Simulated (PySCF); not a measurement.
# Dipole moment and polarisability across levels of theory

Compound: 1-chloro-1-propene(E), C₃H₅Cl.
Numbering: `[CH3:1]/[CH:2]=[CH:3]/[Cl:4]` (hydrogens: H5, H6, H7 on C1; H8 on C2; H9 on C3)

PySCF, dipoles from the SCF density, polarisabilities from static response with core orbitals frozen. Isolated species at its PBE0-D3(BJ)/def2-SVP geometry, gas phase.

Reference dipole: 1.970 D (measured, gas; NIST CCCBDB Release 22 (SRD 101), experimental dipoles). The anisotropy is √(½[(α1 − α2)² + (α2 − α3)² + (α3 − α1)²]).

```
              level  μ (D)  error (%)  α (Å³)  anisotropy (Å³)
      LDA/def2-SVPD  1.966       -0.2    8.33             5.27
      PBE/def2-SVPD  1.930       -2.0    8.25             5.25
    B3LYP/def2-SVPD  1.976       +0.3    8.06             5.02
     PBE0/def2-SVPD  2.021       +2.6    7.97             4.95
BHandHLYP/def2-SVPD  2.071       +5.1    7.82             4.79
CAM-B3LYP/def2-SVPD  2.028       +3.0    7.94             4.83
  wB97X-D/def2-SVPD  2.067       +4.9    7.92             4.78
  LC-wPBE/def2-SVPD  2.088       +6.0    7.72             4.62
       HF/def2-SVPD  2.204      +11.9    7.64             4.62
        PBE0/6-31G*  2.016       +2.3    6.19             5.41
      PBE0/def2-SVP  1.814       -7.9    6.30             5.06
       PBE0/6-31+G*  2.046       +3.8    7.10             5.01
   PBE0/aug-cc-pVDZ  2.005       +1.8    8.04             5.05
     PBE0/def2-TZVP  1.910       -3.1    7.43             5.21
    PBE0/def2-TZVPD  1.974       +0.2    8.15             5.08
```

For the dipole, the smallest error is 0.2% (LDA/def2-SVPD and PBE0/def2-TZVPD) and the largest 11.9% (HF/def2-SVPD). The dipole runs from 1.81 D (PBE0/def2-SVP) to 2.20 D (HF/def2-SVPD). No reference polarisability is at hand; against PBE0 in the largest diffuse basis at hand (def2-TZVPD) the other PBE0 rows deviate by 6-31G* -24%, def2-SVP -23%, 6-31+G* -13%, def2-SVPD -2%, aug-cc-pVDZ -1%, def2-TZVP -9%. In one basis (def2-SVPD) the functionals order the polarisability from HF (lowest) to LDA (highest), a spread of 9%. With PBE0 the polarisability is 6.64 Å³ without diffuse functions (mean of 6-31G*, def2-SVP and def2-TZVP) and 7.82 Å³ with them (mean of 6-31+G*, def2-SVPD, aug-cc-pVDZ and def2-TZVPD). Measured values can belong to vibrating molecules and may average over conformers; the computed ones are for one fixed geometry.
